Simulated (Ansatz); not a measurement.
Ansatz (a program for electronic structure) input for Cl2, SMILES ClCl, PBE0-D3(BJ)/def2-TZVPD. 

Ansatz 0.2 input:
```yaml
crystal:
  periodic: [false, false, false]
  atoms:
    - {symbol: Cl, position_ang: [0.00000000, 0.00000000, -1.00874982]}
    - {symbol: Cl, position_ang: [0.00000000, 0.00000000, 1.00874982]}
basis:
  gaussian:
    orbitals: def2-TZVPD
hamiltonian:
  xc: pbe0
  dispersion: d3bj
relax: {f_tol: 0.002, max_steps: 200}
```

Log of the run:

```
Functional definition: PBE0
integrals: 0.02 GiB planned
616 factors; their error is unknown
mean field: 0.23 GiB planned
mean field evaluation 1: about -25036.7722 eV, gradient 7.6e0 eV
mean field evaluation 2: about -25036.8493 eV, gradient 4.1e0 eV
mean field evaluation 4: about -25036.8810 eV, gradient 2.6e-1 eV
mean field evaluation 8: about -25036.9384 eV, gradient 2.1e-3 eV
mean field -25036.93841740 eV, -920.0905161929 hartree, gradient 4.7e-6 eV, S^2 0.000000; 0 other end points of the search recorded, 0 dependent functions left out
the calculation of the forces begins
reference -25036.93845610 eV, -920.0905176154 hartree; 17, 17 occupied and 75, 75 virtual orbitals, 616 factors
relax step   1: F+E_penalty+E_count = -25036.96358273 eV  Δ(F+E_penalty+E_count) = +0.000e0 eV  max|allowed force component| = 7.445e-1 eV/Å  Δτ_max = 0.0000 Å  (25 SCF iters, accepted)
these checks for a lower state are left out or cut short: starts, cluster_reference, orbital_swaps, neighbouring_geometries, increment
integrals: 0.02 GiB planned
616 factors; their error is unknown
mean field: 0.23 GiB planned
mean field evaluation 16: about -25036.9527 eV, gradient 7.6e-2 eV
mean field -25036.95268977 eV, -920.0910406930 hartree, gradient 4.7e-5 eV, S^2 0.000000; 0 other end points of the search recorded, 0 dependent functions left out
the calculation of the forces begins
reference -25036.95272867 eV, -920.0910421226 hartree; 17, 17 occupied and 75, 75 virtual orbitals, 616 factors
relax step   2: F+E_penalty+E_count = -25036.97788646 eV  Δ(F+E_penalty+E_count) = -1.430e-2 eV  max|allowed force component| = 3.688e-2 eV/Å  Δτ_max = 0.0195 Å  (25 SCF iters, accepted)
these checks for a lower state are left out or cut short: starts, cluster_reference, orbital_swaps, neighbouring_geometries, increment
integrals: 0.02 GiB planned
616 factors; their error is unknown
mean field: 0.23 GiB planned
mean field -25036.95272219 eV, -920.0910418842 hartree, gradient 3.7e-5 eV, S^2 0.000000; 0 other end points of the search recorded, 0 dependent functions left out
the calculation of the forces begins
reference -25036.95276108 eV, -920.0910433135 hartree; 17, 17 occupied and 75, 75 virtual orbitals, 616 factors
relax step   3: F+E_penalty+E_count = -25036.97791757 eV  Δ(F+E_penalty+E_count) = -3.111e-5 eV  max|allowed force component| = 4.705e-4 eV/Å  Δτ_max = 0.0009 Å  (20 SCF iters, accepted)
integrals: 0.02 GiB planned
616 factors; their error is unknown
mean field: 0.23 GiB planned
mean field evaluation 32: about -25036.9527 eV, gradient 7.9e-2 eV
mean field -25036.95272219 eV, -920.0910418842 hartree, gradient 3.7e-5 eV, S^2 0.000000; 1 other end points of the search recorded, 0 dependent functions left out
the calculation of the forces begins
reference -25036.95276108 eV, -920.0910433135 hartree; 17, 17 occupied and 75, 75 virtual orbitals, 616 factors
Total energy: -25036.97795646 eV, -920.0919692267 hartree
Atom 0 at     0.000000    -0.000000    -0.990064 Å, force    -0.000000     0.000000     0.000471 eV/Å
Atom 1 at    -0.000000     0.000000     0.990064 Å, force     0.000000     0.000000    -0.000471 eV/Å
Dipole moment:    -0.000000    -0.000000    -0.000000 e Å
```

The calculation finished and met its thresholds.
